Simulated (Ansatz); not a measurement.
# SiH3O (doublet): from Hartree-Fock to the top rungs at distance O1–H3 along a hydrogen transfer = 0.960 Å, cc-pVDZ

An exercise on one series of results from a longer session: the logs are not shown, and one member is left open.

Method: cc-pVDZ, core rule «outside noble gas», up to 6 orbitals frozen; program: Ansatz 0.2.0, Gaussian basis.

To be run: UHF; CCSD(T) on ROHF; CCSD(T) on UHF; BCCD(T) on ROHF; CISD; CCSDT(Q) on ROHF; CCSDT(Q) on UHF; CASSCF and MRCISD+Q, 3 electrons in 3 orbitals; CASSCF and NEVPT2, 3 electrons in 3 orbitals.

8 further runs of the same task are left out: 1 for a mislabelled method, 5 that didn't finish, 2 set aside as unsound or not needed.

### The system

The geometry derives from fragments relaxed apart (PBE0/def2-TZVP) and kept rigid, so it is no stationary point. A hydrogen atom is moved between rigid fragments.

5 atoms, charge 0, spin multiplicity 2.

Atoms are counted from 1 here; the program's logs count them from 0.

Bond lengths: O1–H2 0.960 Å, O1–H3 0.960 Å, Si4–H5 1.532 Å. Angles: H2–O1–H3 105.1°.

Set-up of the first run:

in.yaml

```yaml
crystal:
  periodic: [false, false, false]
  atoms:
    - {symbol: O, position_ang: [-1.730054, 0.011831, 0.000000]}
    - {symbol: H, position_ang: [-1.979363, 0.938406, 0.000000]}
    - {symbol: H, position_ang: [-0.770525, 0.011831, 0.000000]}
    - {symbol: Si, position_ang: [1.032946, 0.011831, 0.000000]}
    - {symbol: H, position_ang: [1.429381, -1.467683, 0.000000]}
basis:
  gaussian: {orbitals: cc-pVDZ}
magnetization: {spin_polarized: true, initial_magnetization: 1}
hamiltonian: {xc: hf}
output: {orbitals: {seedname: orbitals}}
```

Launch:

```bash
ansatz run in.yaml --threads 1 --pin off --events-out ev --progress --plain --max-ram 2393MiB
```

Steps of the session up to this table: UHF; CCSD(T) on ROHF; CCSD(T) on UHF; BCCD(T) on ROHF; CISD; CCSDT(Q) on ROHF; CCSDT(Q) on UHF; CASSCF and MRCISD+Q, 3 electrons in 3 orbitals; CASSCF and NEVPT2, 3 electrons in 3 orbitals.

One of the session's tables, all rows but one given; the rest of the session is left out.

| method | from UCCSDT(Q) (meV) |
| --- | --- |
| ROHF | +8718.9 |
| UHF | +8601.3 |
| RMP2 | +1065.1 |
| UMP2 | +1078.6 |
| CISD | +958.7 |
| RCCSD | +217.4 |
| UCCSD | +214.6 |
| RCCSD(T) | +40.2 |
| UCCSD(T) | +39.9 |
| BCCD(T) | +39.6 |
| RCCSDT | +18.0 |
| UCCSDT | ? |
| RCCSDT(Q) | +0.6 |
| UCCSDT(Q) | 0 |
| CASSCF pair | +8143.9 |
| MRCISD pair | +861.4 |
| MRCISD+Q pair | +111.4 |

**Question.** Estimate the row for UCCSDT.

As computed: from UCCSDT(Q) (meV): +17.8. In the column «from UCCSDT(Q) (meV)» it lies between RCCSDT(Q) (+0.6) and RCCSDT (+18.0).

Not comparable, so not listed: CASSCF and NEVPT2, 3 electrons in 3 orbitals (they don't share determinant, frozen orbitals or solution with the rows shown, or repeat one).

Limits of these values: Restricted and unrestricted rows rest on different reference determinants; where their highest levels disagree by more than a few hundredths of an eV, they describe different states and don't form one ladder. Warnings in the runs' records: passed over end.
